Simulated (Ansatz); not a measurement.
Barium, bcc: convergence with the k-point mesh

Computed with Ansatz, LDA, scalar-relativistic PAW, on the relaxed cell (a = 4.758 Å; spin not included). Errors count from a run at 420 eV on a Γ-centred 15×15×15 mesh with Fermi-Dirac smearing of 0.1 eV, extrapolated to zero width. Fixed here: cutoff 420 eV, Fermi-Dirac width 0.1 eV. The SCF starts from atomic densities corrected by a trained network.

```
  k-mesh  E(σ→0) error (meV/atom)  P (GPa)  SCF iterations
   2×2×2                   -926.8    -5.70               6
   3×3×3                     38.7    -1.25               6
   3×3×3                     38.7    -1.25               6
   5×5×5                    -18.0    -0.15               6
   6×6×6                     12.6     0.07               6
   8×8×8                     -4.5    -0.01               6
10×10×10                      1.3     0.02               6
14×14×14                      0.0     0.00               6
```

Within 5 meV/atom of the last row: from 8×8×8 on.
